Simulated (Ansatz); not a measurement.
**How far each method lies from UCCSDT(Q) for GeH₄⁺, quartet**

Geometry: that of the GeH4⁺, doublet, kept fixed. The doublet lies 6.6 eV lower here.

```yaml
atoms:
  - { symbol: Ge, position_ang: [0.0000, 0.0000, 0.0000] }
  - { symbol: H, position_ang: [0.5613, 1.0339, 1.0326] }
  - { symbol: H, position_ang: [-0.5699, -1.0297, 1.0321] }
  - { symbol: H, position_ang: [-0.5592, 1.0308, -1.0368] }
  - { symbol: H, position_ang: [0.5678, -1.0351, -1.0279] }
```

Basis cc-pVTZ; Ansatz 0.2.0. Correlated methods freeze the noble-gas cores and the filled d shells of p-block atoms, which leaves 7 electrons in 85 orbitals. Prefix R: restricted or restricted open-shell reference; prefix U: unrestricted. Active spaces: valence = (7e, 8o) chosen from the atoms' valence shells. No spin–orbit coupling is included, and no scalar relativity.

Full CI isn't at hand for all of this; UCCSDT(Q) serves as the reference, and is uncertain by about the last step of the cluster series. The frozen core follows each run's orbitals, which can shift R against U totals by a few meV for light atoms and by up to 0.1 eV past Ca.

The UHF ⟨S²⟩ is 3.756. The T1 diagnostic (RCCSD) is 0.0403. The largest doubles amplitude (RCCSD) is 0.061 and the T1 diagnostic (UCCSD) is 0.0365.

```csv
level,E − E(RHF) (eV)
UHF,-0.0717
UMP2,-2.5864
UCCSD,-3.2756
UCCSD(T),-3.3764
```

Task: Estimate how far UCCSDT(Q) in cc-pVTZ lies from UCCSD(T). The table doesn't fix it; the size of (T) and the diagnostics are the guide.

Result: UCCSDT(Q) in cc-pVTZ lies 3.1 kJ/mol below UCCSD(T), which is 32 % of the (T) step (-9.7 kJ/mol). T1 is raised, and the rest is a large part of (T).

The other levels:

```tsv
level	E − E(UCCSDT(Q)) (kJ/mol)	share of correlation (%)	wall time
UCCSDT	0.3	99.89	–
```

The correlation energy at UCCSDT(Q), counted from RHF, is -3.409 eV. That run took 17 s on 2 threads of AMD EPYC 7R13 with a shared H100 80 GB, shared host.

Run but not shown, since their state or frozen core can't be matched to the reference's or they repeat it: RHF, RMP2, RCCSD, RCCSD(T), BCCD(T), RCCSDT, RCCSDT(Q), CASSCF (valence space), NEVPT2 (valence space), NEVPT4(SD) (valence space), MRCISD (valence space), MRCISD+Q (valence space).

Times hold each run's SCF and search for its determinant on a shared host, so for small cases they say little of a method's own cost; they ran on 1 thread of AMD EPYC 7R13.

Natural occupations of CASSCF (valence space) about the gap: 1.970 1.951 1.009 1.002 0.994 0.043 0.022 0.009; effectively unpaired electrons, Σ n²(2−n)², 3.02.
